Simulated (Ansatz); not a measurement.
# BFH5N: the cost of one run

All numbers below are computed with Ansatz 0.2.0 (RKS B3LYP/def2-SVP).

**1. The system as given**

Bond lengths: N2–H3 1.060 Å, N2–H4 1.060 Å, B1–H5 1.190 Å, B1–H6 1.190 Å, B1–F7 1.620 Å, N2–H8 1.148 Å. Angles: H3–N2–H4 120.0°, H3–N2–H8 107.5°, H4–N2–H8 91.6°, H5–B1–H6 120.0°, H5–B1–F7 105.4°, H6–B1–F7 92.8°.

Structure file:

```xyz
8

B     0.0000    0.0000    0.0000
N     0.0000    0.0000    1.9000
H    -0.8770   -0.2713    2.4300
H     0.8770    0.2713    2.4300
H     1.0305    0.0000   -0.5950
H    -1.0305    0.0000   -0.5950
F    -0.2026    1.5239    0.5108
H    -0.1429    1.0745    1.5229
```

**2. A restrained relaxation towards end A**

Springs on the bonds that form and break draw the guess towards this end; the thresholds are loose.

The input, input.yaml:

```yaml
crystal:
  periodic: [false, false, false]
  atoms:
    - { symbol: B, position_ang: [0.0, 0.0, 0.0] }
    - { symbol: "N", position_ang: [0.0, 0.0, 1.9] }
    - { symbol: H, position_ang: [-0.877, -0.2713, 2.43] }
    - { symbol: H, position_ang: [0.877, 0.2713, 2.43] }
    - { symbol: H, position_ang: [1.0305, 0.0, -0.595] }
    - { symbol: H, position_ang: [-1.0305, 0.0, -0.595] }
    - { symbol: F, position_ang: [-0.2026, 1.5239, 0.5108] }
    - { symbol: H, position_ang: [-0.1429, 1.0745, 1.5229] }
basis:
  gaussian: { orbitals: def2-SVP }
hamiltonian:
  xc: b3lyp
relax:
  f_tol: 0.15
  max_steps: 25
  restrain:
    - { distance: [0, 6], at: 2.52, k: 30.0 }
    - { distance: [7, 1], at: 2.26, k: 30.0 }
    - { distance: [0, 1], at: 1.55, k: 30.0 }
    - { distance: [7, 6], at: 0.92, k: 30.0 }
```

On the command line:

```bash
> ansatz run input.yaml --threads 1 --pin off --max-ram 2048MiB --backend cpu --events-out ev --progress --plain --runs-dir out
```

What time and memory should one allow on 1 thread of Intel Xeon Platinum 8259CL at 2.50GHz (Skylake/Cascade Lake), shared host?

About 21 s, with a peak of 0.15 GiB.
